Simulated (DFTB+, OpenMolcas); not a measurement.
# NO (SMILES [N]=O): the dipole moment, rung by rung

NO has 2 atoms, charge 0, and is taken as a doublet. SMILES: `[N]=O`. The shape is that of a PBE0-D4/def2-TZVP optimisation.

```csv
atom,x (Å),y (Å),z (Å)
N,-0.4836,0.1770,-0.2440
O,0.4836,-0.1770,0.2440
```

Each level gives the dipole moment (D). The values are calculated.

**The experiment to reproduce.** NIST CCCBDB gives the dipole moment of the gas as 0.15 D.

```csv
level,kind,program,value (D),computed − measured,CPU time
DFTB3-D3(BJ),semi-empirical,DFTB+,0.07,-0.08,under 2 s
UHF/def2-TZVPPD,Hartree–Fock,OpenMolcas,0.21,+0.06,5.2 s
USVWN5/def2-TZVPPD,LDA,OpenMolcas,0.28,+0.13,11 s
UBLYP/def2-TZVPPD,GGA,OpenMolcas,0.23,+0.08,16 s
UTPSS/def2-TZVPPD,meta-GGA,OpenMolcas,0.21,+0.06,23 s
UM06-2X/def2-TZVPPD,hybrid meta-GGA,OpenMolcas,0.12,-0.03,98 s
UPBE0/def2-TZVPPD,global hybrid,OpenMolcas,0.14,-0.01,18 s
```

Nearest: UPBE0/def2-TZVPPD (-0.01 D); farthest: USVWN5/def2-TZVPPD (+0.13 D). The measured dipole is a vibrational average, so differences of a few hundredths of a debye mean little. Computed less measured by kind, in D (def2-TZVPPD rows): semi-empirical -0.08; Hartree–Fock +0.06; LDA +0.13; GGA +0.08; meta-GGA +0.06; global hybrid -0.03 to -0.01. Magnitudes only: a small dipole may point the other way at some levels. CPU times are rough (shared hosts, several kinds of processor): they show what a rung costs within a factor of a few.
